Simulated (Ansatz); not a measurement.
# Electronic dielectric constant ε∞ of wurtzite AlN: levels of theory against measurement

Reference value: 4.18 (measured, temperature not stated, no zero-point or thermal correction, mean; as tabulated in Skone et al. (2014), arXiv:1501.03184).

```
level (code)     value  cell (Å³/atom)  difference (%)
---------------  -----  --------------  --------------
LDA (Ansatz)      4.47           10.21            +6.9
PBE (Ansatz)      4.55           10.65            +8.9
PBEsol (Ansatz)   4.57           10.46            +9.3
r²SCAN (Ansatz)   4.20           10.40            +0.5
```

Once the reference is moved by up to 3.0 % (a margin picked here for doubts on the reference and the settings, and for temperature and zero-point motion) and values within 1.7 % count as equal, the nearest can be r²SCAN (+0.5 %) or LDA (+6.9 %). By the same margin the farthest can be PBEsol (+9.3 %) or PBE (+8.9 %). Within 20 %: LDA, PBE, PBEsol, r²SCAN.

The reference isn't brought to a static lattice, while the calculations are for one, so the differences are not the levels' errors alone. For crystals that are not cubic the mean over three axes is given.  Each level is taken at its own relaxed cell. Cutoffs differ between the levels. Ansatz's density-functional and Hartree–Fock values are scalar-relativistic unless marked +SOC, with PAW data made under PBE.

Differences are worked out from the printed values.

Ansatz is a first-principles code.
